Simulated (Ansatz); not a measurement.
## F2: state-averaged CASSCF

Calculated in Ansatz's Gaussian-basis code. State-averaged CASSCF with equal weights; occupations are averaged over the states; levels count from the state that is lowest in CASSCF. CASSCF levels without dynamic correlation can be off by over 1 eV. Solutions may break the symmetry of the shape. Lower solutions, or ones in other orbitals, may exist. The average may hold one member of a degenerate pair alone.

Geometry: bond length 1.6944 Å. A bond is stretched, to 1.49 times the sum of the covalent radii.

Basis cc-pVTZ, nonrelativistic, 2 orbitals frozen in the corrections; active space CAS(10,6). Averaged: 3 singlets.

(1) Give the levels in order.

Same geometry.

Basis cc-pVTZ, nonrelativistic, 2 orbitals frozen in the corrections; active space CAS(10,6). Averaged: 1 singlet, 1 triplet.

(2) Give the levels in order, with their spins.

Same geometry.

Basis cc-pVTZ, nonrelativistic, 2 orbitals frozen in the corrections; active space CAS(2,2). Averaged: 1 singlet, 1 triplet.

(3) Give the levels in order, with their spins.

## Answers

(1) 

```
  state  CASSCF (eV)
singlet        0.000
singlet        1.780
singlet        1.780
```

Occupations: 1.92, 1.92, 1.75, 1.75, 1.72, 0.95.

(2) 

| state | CASSCF (eV) |
| --- | --- |
| singlet | 0.000 |
| triplet | 1.400 |

Occupations: 2.00, 2.00, 1.90, 1.72, 1.60, 0.78.

(3) 

| state | CASSCF (eV) |
| --- | --- |
| singlet | 0.000 |
| triplet | 2.301 |

Occupations: 1.32, 0.68.
